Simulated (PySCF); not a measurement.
# Vibration and rotation of CO⁺

ROHF-CCSD(T) constants of CO⁺, ²Σ⁺ (doublet), unpaired electrons σ ↑ (PySCF, no relativity, basis sets C cc-pVTZ, O cc-pVTZ; masses 12.0000 and 15.9949 u):

| Property | Result |
| --- | --- |
| ωe | 2190.6 cm⁻¹ |
| ωexe | 14.9 cm⁻¹ |
| Be | 1.9492 cm⁻¹ |
| αe | 0.0186 cm⁻¹ |
| D (centrifugal) | 6.17e-06 cm⁻¹ |
| De to C⁺ + O | 8.20 eV |

**Question.** Give the vibrational terms G(v) and spacings up to v = 6.

**Answer.** G(v) = ωe(v+½) − ωexe(v+½)².

| v | G(v) (cm⁻¹) | G(v) − G(v−1) | Bv (cm⁻¹) |
| --- | --- | --- | --- |
| 0 | 1091.6 |  | 1.940 |
| 1 | 3252.4 | 2160.8 | 1.921 |
| 2 | 5383.4 | 2131.0 | 1.903 |
| 3 | 7484.6 | 2101.2 | 1.884 |
| 4 | 9556.0 | 2071.4 | 1.865 |
| 5 | 11597.6 | 2041.6 | 1.847 |
| 6 | 13609.4 | 2011.8 | 1.828 |

**Question.** How well does the Morse estimate ωe²/(4ωexe) reproduce De, and what is D0?

**Answer.** It gives 9.98 eV, 122 % of the computed De. D0 = De − G(0) = 8.20 − 0.14 = 8.06 eV.

Correlated steps freeze 2 core orbitals. For an ion De counts to the pair picked by the measured ionisation energies or electron affinities, which need not be the lowest pair at this level. The state was picked by a PBE0 search and need not be the measured ground state.
